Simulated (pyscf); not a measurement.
Structures and frequencies: ωB97X-D3(BJ)/def2-SVP in PySCF. Correlated levels are frozen-core, on RHF or UHF. ΔMP2 is the change of the MP2 total energy from the triple- to the quadruple-zeta basis.

Q: List the bond dissociation enthalpies at 298 K of H₂N–SiH(NH₂)–F from CCSD(T)/def2-TZVPP + ΔMP2(QZVPP), from the weakest bond up.

A: H–Si to H₂N–Si•(NH₂)–F + H•: 97.5 kcal/mol; H–N to •HN–SiH(NH₂)–F + H•: 113.8 kcal/mol; N–Si to NH₂• + H₂N–SiH•–F: 115.0 kcal/mol; F–Si to H₂N–SiH•–NH₂ + F•: 162.2 kcal/mol. Ring and multiple bonds, and those that leave no two simple radicals, are not listed. •HN–SiH(NH₂)–F lies 17.3 kcal/mol over its isomer H₂N–Si•(NH₂)–F, and others may lie lower still (electronic energy, ωB97M-D3(BJ)). Other isomers of H₂N–SiH•–F, H₂N–SiH•–NH₂, H₂N–Si•(NH₂)–F were not searched in full and may lie lower. The CCSD(T) − MP2 part came from Ansatz, without density fitting, on the same reference. Left out: the spin-orbit lowering of F.
